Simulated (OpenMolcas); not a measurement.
An input for Si3H7 (SMILES [SiH3][SiH][SiH3])

The species is Si3H7 (10 atoms), meant as a doublet with charge 0. As SMILES, `[SiH3][SiH][SiH3]`. The coordinates come from a PBE0-D4/def2-TZVP relaxation.

```xyz
10

Si   -1.3269    0.8549   -1.2092
Si    0.7194   -0.1316   -0.7196
Si    1.0004   -1.0033    1.4161
H    -2.4119   -0.0652   -0.7771
H    -1.4437    1.0898   -2.6730
H    -1.5055    2.1579   -0.5089
H     1.8858    0.6722   -1.1846
H    -0.1781   -1.8495    1.7413
H     1.1150    0.0641    2.4493
H     2.2285   -1.8403    1.4688
```

Settings wanted:

```json
{
  "method": "DFT",
  "reference": "UKS",
  "relativity": "none",
  "integral approximation": "none",
  "basis set": "cc-pVDZ",
  "task": "gradient",
  "functional": "PBE0",
  "dispersion": "none",
  "nucleus": "point",
  "integration grid": "UltraFine",
  "SCF convergence threshold": "1e-10"
}
```

Q: Give an OpenMolcas 26.06 job that does this.

A: One that was run (others would do as well):

run.input:
```
&GATEWAY
  BASLIB
  $CurrDir
  COORD
  10
  angstrom
  Si      -1.326900       0.854900      -1.209200
  Si       0.719400      -0.131600      -0.719600
  Si       1.000400      -1.003300       1.416100
  H       -2.411900      -0.065200      -0.777100
  H       -1.443700       1.089800      -2.673000
  H       -1.505500       2.157900      -0.508900
  H        1.885800       0.672200      -1.184600
  H       -0.178100      -1.849500       1.741300
  H        1.115000       0.064100       2.449300
  H        2.228500      -1.840300       1.468800
  BASIS
  cc-pVDZ
  GROUP
  NoSym

&SEWARD
  GRIDINPUT
  Grid=UltraFine
  End of Grid

&SCF
  UHF
  SPIN
  2
  KSDFT
  PBE0
  THRESHOLDS
  1e-10 1e-07 1e-07 1e-05
  PRORBITALS
  1 1

&ALASKA
```

```bash
$ export MOLCAS_MEM=1860
$ pymolcas run.input > run.log
```

(Basis files named in the input come from the Basis Set Exchange and aren't shown.)

Calculated total energy: -872.25160 Eh, largest force 0.231 eV/Å.
